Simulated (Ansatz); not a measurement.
A nudged elastic band was laid between two geometries of H6OSi2 (9 atoms, charge 0, multiplicity 1).

Theory: Ansatz 0.2.0, UKS B3LYP/def2-SVP.

```json
{
 "movable images": "5",
 "climbing image": "yes",
 "spring": "5.0 eV/Å²",
 "optimiser": "quadratic models (default)",
 "start path": "through a guess of the saddle point",
 "force threshold": "0.05 eV/Å",
 "iteration limit": "10",
 "end points": "relaxed"
}
```

Initial state:

```xyz
9
Properties=species:S:1:pos:R:3
Si 0.213 1.459 0.161
Si 1.152 -0.732 0.471
H -1.755 1.296 -1.582
O -1.173 0.626 -1.191
H -0.795 1.192 1.290
H 0.109 -1.819 0.388
H 2.201 -1.098 -0.534
H 1.788 -0.849 1.824
H -1.739 -0.075 -0.828
```

Final state:

```xyz
9
Properties=species:S:1:pos:R:3
Si -0.560 0.720 -0.065
Si 1.152 -0.805 0.449
H 0.017 1.972 -0.655
O -1.580 -0.057 -1.147
H -1.287 1.128 1.181
H 0.587 -2.052 1.043
H 1.927 -1.160 -0.777
H 2.085 -0.186 1.439
H -2.342 0.441 -1.467
```

(1) What changes between the two ends?

(2) What energy profile does the band end with?

Results:

(1) Bonds broken: H3–O4. Bonds formed: Si1–H3.

(2) It did not converge within its limit. The highest image is number 3 of 0 to 6, 1.03 eV above the first end and 3.20 eV above the last; the last end lies 2.17 eV below the first. The band didn't meet its force threshold, so its energies are provisional: the largest band force was still 0.39 eV/Å, and over the last iterations the top moved between 1.03 and 1.09 eV. The orbitals stay closed-shell, which can raise the energy where a bond breaks towards radicals; this wasn't checked here.

| image | path coordinate (Å) | energy (eV) | H3–O4 (Å) | Si1–H3 (Å) |
| --- | --- | --- | --- | --- |
| 0 | 0.00 | 0.00 | 0.97 | 2.63 |
| 1 | 0.79 | 0.01 | 0.97 | 2.61 |
| 2 | 1.59 | 0.10 | 0.97 | 2.37 |
| 3 | 2.38 | 1.03 | 1.29 | 1.58 |
| 4 | 2.99 | -0.85 | 1.95 | 1.48 |
| 5 | 3.59 | -2.07 | 2.49 | 1.49 |
| 6 | 4.20 | -2.17 | 2.63 | 1.50 |

Time of the run: 56 s on 2 threads of Intel(R) Xeon(R) 6975P-C (Granite Rapids), on a shared host, peak memory 0.22 GiB.
